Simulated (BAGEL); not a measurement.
# CH4ClSi (SMILES C[SiH]Cl) at UHF/6-311+G(d,p) (density fitting with qzvpp-jkfit)

What is the energy change on altering one bond length of CH4ClSi at UHF/6-311+G** (density fitting with qzvpp-jkfit)? 

The calculation is run with BAGEL 1.2.2.

3 further runs of the same task are left out: 1 that didn't finish, 2 set aside as unsound or not needed. Runs told in other sessions of the task aren't counted.

### Step 1. Starting point

The species is CH4ClSi (7 atoms), meant as a doublet with charge 0. SMILES: `C[SiH]Cl`. Geometry: relaxed at PBE0-D4/def2-TZVP.

Bond lengths: C1–Si2 1.866 Å, Si2–Cl3 2.064 Å, C1–H4 1.093 Å, C1–H5 1.094 Å, C1–H6 1.091 Å, Si2–H7 1.491 Å. Angles: C1–Si2–Cl3 109.5°, C1–Si2–H7 111.8°, Cl3–Si2–H7 107.0°, Si2–C1–H4 109.9°, Si2–C1–H5 110.0°, Si2–C1–H6 110.9°, H4–C1–H5 108.7°, H4–C1–H6 108.7°, H5–C1–H6 108.6°.

### Step 2. A single-point energy at UHF/6-311+G(d,p) (density fitting with qzvpp-jkfit)

The input, calc.json:

```json
{ "bagel": [

{
  "title": "molecule",
  "basis": "6-311+gss.json",
  "df_basis": "qzvpp-jkfit",
  "angstrom": true,
  "geometry": [
    { "atom": "C", "xyz": [   -0.636800,    0.463300,   -0.329000 ] },
    { "atom": "Si", "xyz": [    1.003800,   -0.393300,   -0.087600 ] },
    { "atom": "Cl", "xyz": [    0.685200,   -2.302900,    0.627600 ] },
    { "atom": "H", "xyz": [   -0.475300,    1.484500,   -0.682800 ] },
    { "atom": "H", "xyz": [   -1.182000,    0.503000,    0.618400 ] },
    { "atom": "H", "xyz": [   -1.249200,   -0.066600,   -1.060300 ] },
    { "atom": "H", "xyz": [    1.854400,    0.312100,    0.913700 ] }
  ]
},
{
  "title": "uhf",
  "nopen": 1
},
{
  "title": "print",
  "file": "orbitals.molden",
  "orbitals": true
}

]}
```

The basis set 6-311+G** is read from a file made from the Basis Set Exchange's data (not shown).

Started as:

```
$ BAGEL_NUM_THREADS=1 BAGEL calc.json > calc.out
```

The program printed:

```text
* using 1 threads per process

  ===============================================================
  ===============================================================

  *** Geometry ***

  { "atom" : "C", "xyz" : [     -1.203378,      0.875510,     -0.621720 ] },
  { "atom" : "Si", "xyz" : [      1.896907,     -0.743229,     -0.165540 ] },
  { "atom" : "Cl", "xyz" : [      1.294840,     -4.351850,      1.185992 ] },
  { "atom" : "H", "xyz" : [     -0.898187,      2.805298,     -1.290305 ] },
  { "atom" : "H", "xyz" : [     -2.233656,      0.950532,      1.168607 ] },
  { "atom" : "H", "xyz" : [     -2.360646,     -0.125856,     -2.003677 ] },
  { "atom" : "H", "xyz" : [      3.504308,      0.589784,      1.726643 ] },

  Number of auxiliary basis functions:      403

  Since a DF basis is specified, we compute 2- and 3-index integrals:
    o Being stored without compression. Storage requirement is 0.036 GB

  Number of basis functions:      106
  Number of electrons      :       41

    * METHOD: MOLECULE                             0.15

  *** Open-shell HF ***

  === Nuclear Repulsion ===
   137.4512773029

      * DIIS with orbital gradients will be used.

  === UHF iteration (6-311+gss.json) ===
      0       -788.48668996          0.03945206           0.11
      1       -788.63629966          0.01927601           0.11
      2       -788.66516757          0.00856465           0.11
      3       -788.67201547          0.00120000           0.11
      4       -788.67261388          0.00030879           0.11
      5       -788.67267098          0.00012416           0.12
      6       -788.67269187          0.00003745           0.11
      7       -788.67269602          0.00001421           0.11
      8       -788.67269691          0.00000545           0.11
      9       -788.67269710          0.00000194           0.11
     10       -788.67269713          0.00000085           0.11
     11       -788.67269713          0.00000036           0.11
     12       -788.67269713          0.00000015           0.12
     13       -788.67269713          0.00000006           0.11
     14       -788.67269713          0.00000003           0.11
     15       -788.67269713          0.00000001           0.11
     16       -788.67269713          0.00000001           0.11
    * SCF iteration converged.

    * S^2 (UHF) is 0.7529

    * Permanent dipole moment:
           (    0.151681,    -0.852634,     0.349362) a.u.

    * METHOD: UHF                                  2.06

    * METHOD: PRINT                                0.02

  ===============================================================
```

Run time: 2.4 s. Hardware: 1 thread of Arm Neoverse V2, shared host; peak memory 0.12 GiB.

### Step 3. The distorted shape

The input, input.json:

```json
{ "bagel": [

{
  "title": "molecule",
  "basis": "6-311+gss.json",
  "df_basis": "qzvpp-jkfit",
  "angstrom": "true",
  "geometry": [
    { "atom": "C", "xyz": [   -0.555002,    0.457344,   -0.471142 ] },
    { "atom": "Si", "xyz": [    1.085598,   -0.399256,   -0.229742 ] },
    { "atom": "Cl", "xyz": [    0.766998,   -2.308856,    0.485458 ] },
    { "atom": "H", "xyz": [   -0.393502,    1.478544,   -0.824942 ] },
    { "atom": "H", "xyz": [   -1.182000,    0.503000,    0.618400 ] },
    { "atom": "H", "xyz": [   -1.167402,   -0.072556,   -1.202442 ] },
    { "atom": "H", "xyz": [    1.936198,    0.306144,    0.771558 ] }
  ]
},
{ "title": "uhf", "nopen": 1 },
{ "title": "print", "file": "orbitals.molden", "orbitals": "true" }

]}
```

The basis set 6-311+G** is read from a file made from the Basis Set Exchange's data (not shown).

Started as:

```
$ BAGEL_NUM_THREADS=1 BAGEL input.json > input.out
```

The program printed:

```text
* using 1 threads per process

  ===============================================================
  ===============================================================

  *** Geometry ***

  { "atom" : "C", "xyz" : [     -1.048802,      0.864255,     -0.890329 ] },
  { "atom" : "Si", "xyz" : [      2.051483,     -0.754484,     -0.434149 ] },
  { "atom" : "Cl", "xyz" : [      1.449416,     -4.363106,      0.917383 ] },
  { "atom" : "H", "xyz" : [     -0.743611,      2.794043,     -1.558914 ] },
  { "atom" : "H", "xyz" : [     -2.233656,      0.950532,      1.168607 ] },
  { "atom" : "H", "xyz" : [     -2.206070,     -0.137111,     -2.272286 ] },
  { "atom" : "H", "xyz" : [      3.658884,      0.578528,      1.458033 ] },

  Number of auxiliary basis functions:      403

  Since a DF basis is specified, we compute 2- and 3-index integrals:
    o Being stored without compression. Storage requirement is 0.036 GB

  Number of basis functions:      106
  Number of electrons      :       41

    * METHOD: MOLECULE                             0.15

  *** Open-shell HF ***

  === Nuclear Repulsion ===
   136.8473575670

      * DIIS with orbital gradients will be used.

  === UHF iteration (6-311+gss.json) ===
      0       -788.47929783          0.03778434           0.11
      1       -788.62224510          0.01895012           0.11
      2       -788.65067224          0.00881420           0.11
      3       -788.65801665          0.00121211           0.11
      4       -788.65863512          0.00033007           0.11
      5       -788.65869589          0.00012641           0.11
      6       -788.65871768          0.00003763           0.11
      7       -788.65872187          0.00001423           0.11
      8       -788.65872275          0.00000575           0.11
      9       -788.65872298          0.00000203           0.11
     10       -788.65872301          0.00000089           0.11
     11       -788.65872301          0.00000038           0.11
     12       -788.65872301          0.00000016           0.11
     13       -788.65872301          0.00000007           0.11
     14       -788.65872302          0.00000003           0.11
     15       -788.65872301          0.00000002           0.11
     16       -788.65872301          0.00000001           0.11
    * SCF iteration converged.

    * S^2 (UHF) is 0.7533

    * Permanent dipole moment:
           (    0.117806,    -0.842700,     0.378648) a.u.

    * METHOD: UHF                                  2.06

    * METHOD: PRINT                                0.02

  ===============================================================
```

Run time: 2.4 s. Hardware: 1 thread of Arm Neoverse V2, shared host; peak memory 0.12 GiB.

### Step 4. What came out

Level: UHF/6-311+G** (density fitting with qzvpp-jkfit).

```
                                                         quantity          value
                                        first shape: total energy  -788.67270 Eh
                                       first shape: dipole moment         2.37 D
                                                first shape: ⟨S²⟩          0.753
                                    distorted shape: total energy  -788.65872 Eh
                                   distorted shape: dipole moment         2.37 D
                                            distorted shape: ⟨S²⟩          0.753
energy change with the C1–H5 bond stretched from 1.094 to 1.258 Å       0.380 eV
```

In words: With the C1–H5 bond stretched from 1.094 to 1.258 Å the energy rises by 0.38 eV (8.8 kcal/mol). The first shape isn't relaxed at this level, so the change isn't measured from a minimum.
